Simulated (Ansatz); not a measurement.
Born–Oppenheimer molecular dynamics of CH3OSi (6 atoms, charge 1, multiplicity 1). It starts at the highest image of a converged band, a first-order saddle point between two minima.

The calculation used Ansatz 0.2.0, RKS PBE/def2-SVP.

* ensemble: NVE (velocity Verlet)
* time step: 0.5 fs
* steps asked: 200
* starting velocities drawn for: 100 K
* seed: 9720

First frame:

```xyz
6
Properties=species:S:1:pos:R:3
O 1.095 1.046 -0.467
C 0.152 0.278 -0.225
Si -0.787 -1.143 0.244
H 1.746 0.814 -1.187
H -2.182 -0.565 0.211
H -0.024 -0.430 1.423
```

Task: How far do the bonds stretch over the last three quarters of this one trajectory? (Pairs bonded in most of those frames.)

Result: 
| bond | mean (Å) | spread (Å) | shortest | longest |
| --- | --- | --- | --- | --- |
| O1–C2 | 1.296 | 0.012 | 1.25 | 1.31 |
| O1–H4 | 0.994 | 0.016 | 0.97 | 1.02 |
| C2–Si3 | 1.908 | 0.079 | 1.77 | 2.03 |
| C2–H6 | 1.151 | 0.058 | 1.06 | 1.28 |
| Si3–H5 | 1.559 | 0.021 | 1.52 | 1.60 |

Mean temperature of the second half: 983 K. The conserved energy stayed within 0.33 meV per atom of its start (net change -0.17 meV per atom), so the integration is sound. The system heated up, since it started high on the potential surface and ran downhill. A run of 0.1 ps of so small a system gives no equilibrium averages. The orbitals stay closed-shell, which can raise the energy where a bond breaks towards radicals; this wasn't checked here. Limits of this set-up: the dipole of an ion depends on the origin.

The run took 88 s on 1 thread of AMD EPYC 9R45 96-Core Processor (Zen 5), with other jobs on the host, peak memory 0.12 GiB.
